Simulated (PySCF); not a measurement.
# C4H6N2: the cost of one run

Programs: PySCF 2.14.0, with density-fitted response routines of our own. Each step states its level of theory. These are calculated values for one molecule in the gas phase, unless marked as measured. Atoms count from 0, in the outputs and in this text.

## (1) The starting structure

12 atoms, charge 0, multiplicity 1; geometry from: GFN2-xTB.

Bonds of the start (Å): C0–N1 1.43, N1–C2 1.35, C2–C3 1.38, C3–C4 1.40, C4–N5 1.32, N5–N1 1.33, C0–H6 1.09, C0–H7 1.09, C0–H8 1.09, C2–H9 1.07, C3–H10 1.07, C4–H11 1.07.

## (2) Optimising the geometry at PBE0-D3(BJ)/def2-SVP

The job: settings as JSON, then the geometry in Å.

```
{"job": {"xc": "PBE0", "basis": "def2-SVP", "d3": "d3bj", "grid": 1, "kind": "geom"}, "charge": 0, "multiplicity": 1}
C     -1.844296    -0.013776     0.049555
N     -0.413039    -0.087956     0.013949
C      0.461796     0.935649    -0.045160
C      1.721731     0.383746    -0.064097
C      1.496724    -0.997817    -0.012938
N      0.205077    -1.262842     0.033303
H     -2.175248     0.618377     0.875467
H     -2.236089     0.390226    -0.886680
H     -2.224927    -1.023077     0.190183
H      0.134467     1.955800    -0.066920
H      2.661111     0.895295    -0.106728
H      2.213892    -1.794311    -0.005961
```

Command:

```
$ OMP_NUM_THREADS=1 python probes_run.py task.json out
```

The driver reads the jobs from task.json and runs them one after another.

**Question.** How long does this first job take on 1 thread of Arm Neoverse V1, shared host, and how much memory does it need?

About 27 s, with a peak of 0.47 GiB.
